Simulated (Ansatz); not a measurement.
Results of LDA in Ansatz (plane waves, PAW) for bcc Nb.

Settings: plane-wave cutoff 520 eV, 24×24×24 k mesh, Fermi–Dirac smearing 0.05 eV, no spin polarisation, scalar-relativistic PAW data made under PBE.

Energies at three volumes about the minimum:

| V (Å³/atom) | E − E_lowest (meV/atom) |
|---|---|
| 16.778 | 4.17 |
| 17.120 | 0.00 |
| 17.462 | 4.00 |

### Question
Fit a parabola by hand: where is the minimum, what lattice constant follows, and what is the bulk modulus?

### Answer
Slopes: (0.00 − 4.17)/(17.120 − 16.778) = -12.193 and (4.00 − 0.00)/(17.462 − 17.120) = 11.696 meV/Å³. Curvature E″ = 2 × (11.696 − (-12.193))/(17.462 − 16.778) = 69.851 meV/Å⁶. From the middle of the first interval, the slope vanishes at V0 = 16.9490 − (-12.193)/69.851 = 17.124 Å³/atom. B = V0 E″ = 17.124 × 69.851 meV/Å³ × 0.1602 GPa per meV/Å³ = 192 GPa. With 2 atoms in the cube, a = (2 × 17.124)^(1/3) = 3.247 Å. The full Birch–Murnaghan fit to all volumes gives V0 = 17.118 Å³/atom and B0 = 191 GPa.

Measured, for comparison: bulk modulus 173 GPa (0 K value with the zero-point phonon effect removed; as tabulated in Mejia-Rodriguez and Trickey (2018), arXiv:1807.09216); lattice constant a 3.294 Å (static lattice: zero-point anharmonic expansion removed; as tabulated in Mejia-Rodriguez and Trickey (2018), arXiv:1807.09216). Computed less measured: bulk modulus +10 %.

Ansatz is a program for electronic structure.
